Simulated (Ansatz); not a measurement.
**revPBE/cc-pVTZ run of C2N2 (bisisocyanide)**

What is the vertical singlet–triplet gap of C2N2 (bisisocyanide) at revPBE/cc-pVTZ? 

The calculation is run with Ansatz 0.2.0.

27 further runs of the same task are left out: 3 that didn't finish, 24 set aside as unsound or not needed.

## 1. Starting point

C2N2 has 4 atoms, charge 0, and is taken as a singlet. As SMILES, `[C-]#[N+][N+]#[C-]`. The shape is that of a PBE0-D4/def2-TZVP optimisation.

Bond lengths: C1–N2 1.175 Å, N2–N3 1.265 Å, N3–C4 1.175 Å. Angles: C1–N2–N3 180.0°, N2–N3–C4 180.0°.

## 2. A single-point energy at revPBE/cc-pVTZ

Input file job.yaml:

```yaml
crystal:
  periodic: [false, false, false]
  atoms:
    - {symbol: C, position_ang: [-0.612040, 1.680100, 0.265350]}
    - {symbol: "N", position_ang: [-0.214170, 0.587980, 0.092870]}
    - {symbol: "N", position_ang: [0.214200, -0.587980, -0.092860]}
    - {symbol: C, position_ang: [0.612010, -1.680110, -0.265370]}
basis:
  gaussian:
    orbitals: cc-pVTZ
hamiltonian:
  xc: {name: revPBE}
accuracy: high
output: {orbitals: {seedname: orbitals}}
```

Run with:

```console
ansatz run job.yaml --threads 1 --pin off --max-ram 3480MiB --events-out events.jsonl --progress --plain --runs-dir runs
```

The log of the run:

```text
Warning: RAYON_NUM_THREADS=1 ignored (pool sized by the plan → 1); use --threads N
Functional definition: revPBE
  name "revPBE"
  parameter kappa = 1.245
  parameter beta = 0.06672455060314922
  exchange = pbe_x(kappa = kappa, mu = beta*pi^2/3)
  correlation = pbe_c(beta = beta)
1813 factors; integrals over basis functions are off by at most 3.0e-9 eV
mean field evaluation 1: about -5046.2313 eV, gradient 4.1e1 eV
mean field evaluation 2: about -5046.6856 eV, gradient 3.8e1 eV
mean field evaluation 4: about -5049.5349 eV, gradient 1.1e0 eV
mean field evaluation 8: about -5049.5346 eV, gradient 3.9e-3 eV
mean field evaluation 16: about -5049.5346 eV, gradient 2.1e-6 eV
mean field -5049.53461053 eV, -185.5669742395 hartree, gradient 7.0e-8 eV, S^2 0.000000; 0 other end points of the search recorded, 0 dependent functions left out
reference -5049.53461374 eV, -185.5669743574 hartree; 13, 13 occupied and 107, 107 virtual orbitals, 1813 factors
Total energy: -5049.53461374 eV, -185.5669743574 hartree
```

Wall time 4.8 s (1 thread of Arm Neoverse V1, shared host); peak memory 0.26 GiB.

## 3. The triplet

Input file in.yaml:

```yaml
crystal:
  periodic: [false, false, false]
  atoms:
    - {symbol: C, position_ang: [-0.612040, 1.680100, 0.265350]}
    - {symbol: N, position_ang: [-0.214170, 0.587980, 0.092870]}
    - {symbol: N, position_ang: [0.214200, -0.587980, -0.092860]}
    - {symbol: C, position_ang: [0.612010, -1.680110, -0.265370]}
basis:
  gaussian:
    orbitals: cc-pVTZ
magnetization:
  spin_polarized: true
  initial_magnetization: 2
hamiltonian:
  xc: {name: revPBE}
accuracy: high
output:
  orbitals: {seedname: orbitals}
```

Run with:

```console
ansatz run in.yaml --threads 1 --pin off --max-ram 3480MiB --events-out events.jsonl --progress --plain --runs-dir runs
```

The log of the run, shortened:

```text
Warning: RAYON_NUM_THREADS=1 ignored (pool sized by the plan → 1); use --threads N
[... 2 set-up lines as earlier in the session ...]
[...]
1813 factors; integrals over basis functions are off by at most 3.0e-9 eV
[...]
mean field -5044.63963966 eV, -185.3870873778 hartree, gradient 3.9e-8 eV, S^2 2.017456; 4 other end points of the search recorded, 0 dependent functions left out
reference -5044.63964291 eV, -185.3870874975 hartree; 14, 12 occupied and 106, 108 virtual orbitals, 1813 factors
Total energy: -5044.63964291 eV, -185.3870874975 hartree
```

It took 2.2 min on 1 thread of Arm Neoverse V1, shared host; peak memory 0.35 GiB.

## 4. Outcome

At revPBE/cc-pVTZ:

```
                                        quantity          value
                           singlet: total energy  -185.56697 Eh
                            singlet: HOMO energy       -8.35 eV
                            singlet: LUMO energy       -2.89 eV
                          singlet: HOMO–LUMO gap        5.46 eV
                           triplet: total energy  -185.38709 Eh
     triplet: HOMO energy (highest over α and β)       -3.45 eV
                                   triplet: ⟨S²⟩          2.017
vertical energy of the triplet above the singlet       4.895 eV
```

What this shows: At this shape the triplet lies 4.89 eV (113 kcal/mol) above the singlet.
